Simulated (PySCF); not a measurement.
Species: C5H7N.
Z-matrix (Å and degrees, GFN2-xTB geometry), rows numbered from 1:
```
C 
C   1  1.3099
C   2  1.4486  1  153.02
C   3  1.3287  2   62.92  1  -180.00
C   4  1.4739  2  148.63  3   179.99
N   5  1.4534  4  115.41  2   180.00
H   1  1.0765  2  121.46  3    -0.01
H   1  1.0765  2  121.52  3  -179.99
H   3  1.0636  2  147.94  4  -179.93
H   5  1.0966  4  108.81  2    58.18
H   5  1.0966  4  108.77  2   -58.19
H   6  1.0147  5  110.27  4   -59.45
H   6  1.0147  5  110.26  4    59.25
```

Method: TDDFT PBE0/def2-SVPD, vertical, gas phase, core orbitals frozen in the response (PySCF).

Frontier orbitals with the atoms that hold most of them (Löwdin shares over 4%, at most four atoms; ? is withheld):

```tsv
orbital	ε (eV)	atoms
LUMO+2	1.22	C1 13%, H11 12%, H10 12%, H9 10%
LUMO+1	0.47	C5 17%, C3 15%, N6 12%, H12 12%
LUMO	-0.30	C3 37%, C4 34%, H9 8%, C5 7%
HOMO	-5.98	?
HOMO-1	-7.32	?
HOMO-2	-8.80	C2 20%, N6 15%, C3 14%, C1 14%
HOMO-3	-10.19	C3 27%, C4 23%, C2 14%, C5 11%
```

**Question.** Which atoms hold the HOMO-1, and with what shares?

**Answer.** N6 (bonded to C and 2 H) 56%; C5 (bonded to C, N and 2 H) 8%; C4 (bonded to 3 C) 8%; C2 (bonded to 3 C) 7%. By element: nitrogen 56%, carbon 24% or more.

**Question.** Which atoms hold the HOMO, and with what shares?

**Answer.** C1 (bonded to C and 2 H) 39%; C2 (bonded to 3 C) 25%; C3 (bonded to 2 C and H) 13%; C4 (bonded to 3 C) 11%.

**Question.** The HOMO–LUMO gap is 5.68 eV. Where does the response calculation put the lowest singlet, and from which orbitals?

**Answer.** S1 is at 4.56 eV (f = 0.024), 1.12 eV below the gap, made of HOMO→LUMO (98%). Without the coupling terms of the response equations the lowest excitation would equal the gap.

**Question.** Give energy, strength and leading configuration of S1, S2, S3, S5 and S7, and follow the Löwdin shares of the leading atoms from the occupied to the empty orbital.

**Answer.** 
- S1 (4.56 eV, f 0.024), HOMO→LUMO (98%): C1 39% → at most 8%, C2 25% → at most 8%, C3 13% → 37%, C4 11% → 34%
- S2 (5.43 eV, f 0.0006), HOMO→LUMO+1 (95%): C1 39% → at most 12%, C2 25% → at most 12%, C5 at most 11% → 17%, C3 13% → 15%
- S3 (5.59 eV, f 0.0000), HOMO-1→LUMO (94%): N6 56% → at most 8%, C5 8% → 7%, C3 at most 8% → 37%, C4 8% → 34%
- S5 (6.43 eV, f 0.023), HOMO-1→LUMO+1 (95%): N6 56% → 12%, C5 8% → 17%, C3 at most 8% → 15%
- S7 (6.93 eV, f 0.0002), HOMO-2→LUMO (93%): C2 20% → at most 8%, N6 15% → at most 8%, C3 14% → 37%, C4 at most 14% → 34%

One conformer stands for the species.
